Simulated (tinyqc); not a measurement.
Ways to converge the cycle: SCF convergence aids in the sto-6g basis, for OH+, spin multiplicity 3. Computed by the program tinyqc with PySCF. UHF with one setting changed at a time; a run stops when the energy changes by less than 1e-09 hartree and the error matrix is below 1e-5. The start is the Wolfsberg-Helmholz matrix. Damping d keeps d of the old density; a shift (hartree) raises the virtual levels; DIIS n extrapolates F over n matrices.

Geometry (angstrom):

| atom | x | y | z |
|---|---|---|---|
| O | 0.0000 | 0.0000 | 0.0000 |
| H | 0.0000 | 0.0000 | 1.6250 |

lowest solution found by these runs and by PySCF with stability checks = -74.679870 hartree

Largest element of the error matrix X^T (FDS - SDF) X:

| iteration | plain | damping 0.3 | damping 0.6 | shift 0.4 | DIIS 3 | DIIS 8 |
|---|---|---|---|---|---|---|
| 1 | 3.0e-01 | 3.0e-01 | 3.0e-01 | 3.0e-01 | 3.0e-01 | 3.0e-01 |
| 2 | 2.3e-01 | 2.5e-01 | 2.6e-01 | 2.9e-01 | 2.3e-01 | 2.3e-01 |
| 3 | 1.3e-01 | 1.8e-01 | 2.3e-01 | 2.1e-01 | 1.1e-01 | 1.1e-01 |
| 4 | 6.4e-02 | 1.2e-01 | 2.0e-01 | 1.4e-01 | 1.2e-02 | 1.2e-02 |
| 5 | 3.3e-02 | 8.1e-02 | 1.6e-01 | 8.5e-02 | 5.7e-03 | 4.5e-03 |
| 6 | 1.7e-02 | 5.3e-02 | 1.3e-01 | 5.3e-02 | 1.7e-03 | 1.6e-03 |
| 8 | 5.4e-03 | 2.4e-02 | 8.8e-02 | 2.2e-02 | 5.0e-05 | 1.0e-05 |
| 10 | 1.8e-03 | 1.1e-02 | 5.7e-02 | 1.0e-02 | 9.8e-06 | - |
| 14 | 2.7e-04 | 2.6e-03 | 2.4e-02 | 3.7e-03 | - | - |
| 20 | 1.6e-05 | 3.6e-04 | 7.3e-03 | 7.5e-04 | - | - |
| 30 | - | 1.7e-05 | 1.1e-03 | 4.9e-05 | - | - |
| 45 | - | - | 8.8e-05 | - | - | - |

How each run ends:

| run | iterations | E (hartree) | state |
|---|---|---|---|
| plain | 22 | -74.57587 | higher |
| damping 0.3 | 32 | -74.57587 | higher |
| damping 0.6 | 59 | -74.57587 | higher |
| shift 0.4 | 37 | -74.57587 | higher |
| DIIS 3 | 11 | -74.57587 | higher |
| DIIS 8 | 9 | -74.57587 | higher |

What does the comparison show, and why?

No run reaches the lowest solution found. Ending on a higher stationary point: plain, damping 0.3, damping 0.6, shift 0.4, DIIS 3, DIIS 8; a small error matrix cannot reveal that, and an occupation fixed by the start is kept by symmetry or by the shape of the basin. Plain steps already contract here, so damping only slows them. DIIS 3 and DIIS 8 gain by cancelling the error over several earlier matrices, much as a quasi-Newton step does.
